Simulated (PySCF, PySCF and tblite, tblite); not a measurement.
**C₅H₈F+: a path driven as rotation about a bond, and NMR exchange**

An exercise on one series of results from a longer session: the logs are not shown, and one member is left open.

Programs: PySCF 2.14.0 with density-fitted response routines of our own, and tblite 0.8.0. All values are computed, except where a source is named. Atoms count from 0 throughout.

## The starting structure

14 atoms, charge 1, multiplicity 1; geometry from: force field or distance geometry start.

Bonds of the start (Å): C0–C1 1.34, C0–H6 1.08, C0–H7 1.09, C1–C3 1.44, C1–F2 1.36, C3–C4 1.50, C3–C5 1.49, C4–H10 1.09, C4–H8 1.09, C4–H9 1.09, C5–H11 1.09, C5–H12 1.11, C5–H13 1.10.

The first run:

Job settings and geometry (Å):

```
{"job": {"xc": "GFN2-xTB", "basis": "xTB", "kind": "relax"}, "charge": 1, "multiplicity": 1}
C      2.160200     0.167900    -0.194900
C      1.032200    -0.557100    -0.281800
F      1.181400    -1.860700    -0.630000
C     -0.303100    -0.091200    -0.013600
C     -1.456700    -1.040700    -0.144300
C     -0.589500     1.298100     0.440900
H      3.109800    -0.283600    -0.422100
H      2.155400     1.221300     0.090200
H     -2.206600    -0.611800    -0.815500
H     -1.168100    -2.008000    -0.565700
H     -1.921600    -1.222800     0.821800
H     -1.658400     1.446000     0.621600
H     -0.068500     1.521600     1.390500
H     -0.267200     2.020800    -0.319400
```

Started as:

```sh
$ OMP_NUM_THREADS=1 python ens_run.py task.json out
```

This one command runs the whole study; its stages follow in the order run.

Among the steps run: GFN2-xTB relaxation, start minimum; Relaxed scan, rotation; Nudged elastic band, leg 1; Saddle search, leg 1; DFT refinement, start: PBE0-D3(BJ)/def2-SVP; Shieldings, start: PBE0/pcSseg-1; Shieldings, saddle of leg 1: PBE0/pcSseg-1; The path in numbers; Shieldings, start: PBE0/def2-SVP; Single-point energy, saddle of leg 1: PBE0/def2-SVP; Second level: PBE0/def2-SVP + D3(BJ); Shieldings, start: HF/pcSseg-1; Single-point energy, saddle of leg 1: HF/pcSseg-1; Second level: HF/pcSseg-1 + D3(BJ).

One of the session's tables, all rows but one given; the rest of the session is left out.

Barriers by level (kcal/mol; entropies in cal/(mol K)). Zero-point and thermal terms come from xTB in every row. ΔG‡ leaves symmetry out; the rate counts equivalent paths (a factor of 2); effective ΔG‡, where given, is the barrier that would give that rate by Eyring's equation alone:

```
                 level    ΔE‡  with zero-point    ΔH‡  ΔG‡ (298 K)  k at 298 K (1/s)
              GFN2-xTB  13.20            12.18  11.92        12.33           1.1e+04
  PBE0-D3(BJ)/def2-SVP  21.04            20.02  19.76        20.17              0.02
PBE0/pcSseg-1 + D3(BJ)      ?                ?      ?            ?                 ?
  HF/pcSseg-1 + D3(BJ)  20.96            19.94  19.68        20.09             0.023
```

Estimate the missing values for PBE0/pcSseg-1 + D3(BJ).

The run gave: ΔE‡: 20.45; with zero-point: 19.43; ΔH‡: 19.17; ΔG‡ (298 K): 19.58; k at 298 K (1/s): 0.055. In the column «ΔE‡» it lies between GFN2-xTB (13.20) and HF/pcSseg-1 + D3(BJ) (20.96).
